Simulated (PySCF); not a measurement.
Ionisation energies (eV) were calculated with PySCF 2.14 by MP2 (valence), UHF, LDA, in another order, as differences of total energies without spin-orbit coupling. The measured values are between term centres (NIST).

```json
{"species": "Ne (aug-cc-pV5Z, non-relativistic)", "measured": "21.597", "A": "22.185", "B": "19.657", "C": "21.772"}
{"species": "S (aug-cc-pV(5+d)Z, non-relativistic)", "measured": "10.336", "A": "10.567", "B": "9.237", "C": "10.146"}
{"species": "Cl⁺ (aug-cc-pV(5+d)Z, non-relativistic)", "measured": "23.771", "A": "23.979", "B": "22.594", "C": "23.547"}
{"species": "Br (aug-cc-pV5Z-PP with ECP10MDF, ECP)", "measured": "11.844", "A": "12.027", "B": "10.707", "C": "11.719"}
{"species": "In⁺ (aug-cc-pV5Z-PP with ECP28MDF, ECP)", "measured": "18.870", "A": "19.496", "B": "17.008", "C": "17.687"}
{"species": "Te (aug-cc-pV5Z-PP with ECP28MDF, ECP)", "measured": "8.749", "A": "9.001", "B": "7.734", "C": "8.504"}
{"species": "I (aug-cc-pV5Z-PP with ECP28MDF, ECP)", "measured": "10.519", "A": "10.788", "B": "9.536", "C": "10.435"}
{"species": "Xe (aug-cc-pV5Z-PP with ECP28MDF, ECP)", "measured": "12.565", "A": "12.606", "B": "11.445", "C": "12.458"}
```

Which column is which method?

A is LDA (mean error 0.30 eV); B is UHF (mean error -1.29 eV); C is MP2 (valence) (mean error -0.25 eV). LDA overbinds the outer electron and comes out highest. Hartree-Fock lacks the correlation of the electron removed and comes out lowest. Valence MP2 in a finite basis recovers only part of the missing correlation, so it stays below experiment on average.
